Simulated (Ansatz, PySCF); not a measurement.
Molecule: silicon monoxide, SiO, net charge 0, singlet state. SMILES: O=[Si]
Geometry: optimised at B3LYP-D3(BJ)/def2-TZVP (Ansatz, a program for electronic structure).

Wanted: atomisation energy (electronic, to ground-state atoms), in kcal/mol. Valence correlation only, unless marked. UHF or UKS for open shells. Spin-orbit coupling is left out. No relativistic terms. The coupled-cluster limit lacks core correlation, which all-electron functionals hold. CBS(X,Y): correlation extrapolated as X^-3; Hartree-Fock from the larger set (for Q and 5 zeta extrapolated as (X+1)exp(-9√X)).

```
level                                            program  atomisation energy (kcal/mol)  rough core time
----------------------------------------  --------------  -----------------------------  ---------------
HF/aug-cc-pV(T+d)Z                                Ansatz                          110.1                -
BLYP-D3(BJ)/def2-TZVPD                    Ansatz + dftd3                          195.8       under 20 s
revPBE/def2-TZVPD                                 Ansatz                          187.5       under 20 s
TPSS-D3(BJ)/def2-TZVPD                     PySCF + dftd3                          187.1                -
PBE0-D4/def2-TZVP                         Ansatz + dftd4                          182.5       under 20 s
BHLYP-D3(BJ)/def2-TZVPD                   Ansatz + dftd3                          171.8       under 20 s
r2SCANh/def2-TZVPD                                Ansatz                          182.8       under 20 s
MP2/CBS(aug-cc-pV(T+d)Z,aug-cc-pV(Q+d)Z)          Ansatz                          204.9                -
SCS-MP2/aug-cc-pV(D+d)Z                           Ansatz                          180.6                -
SCS-MP2/cc-pV(D+d)Z                               Ansatz                          172.9                -
CCSD/cc-pV(T+d)Z                                  Ansatz                          175.2                -
CCSD/cc-pV(5+d)Z                                  Ansatz                          181.7                -
CCSD(T)/STO-3G                                    Ansatz                          164.9       under 20 s
CCSD(T)/cc-pV(D+d)Z                               Ansatz                          166.2       under 20 s
CCSD(T)/CBS(cc-pV(Q+d)Z,cc-pV(5+d)Z)              Ansatz                          191.8             26 s
```

Core times are rough, on shared machines, summed over the molecules involved; a dash marks a level read off another run, or run on other hardware, by another program or under a memory cap.
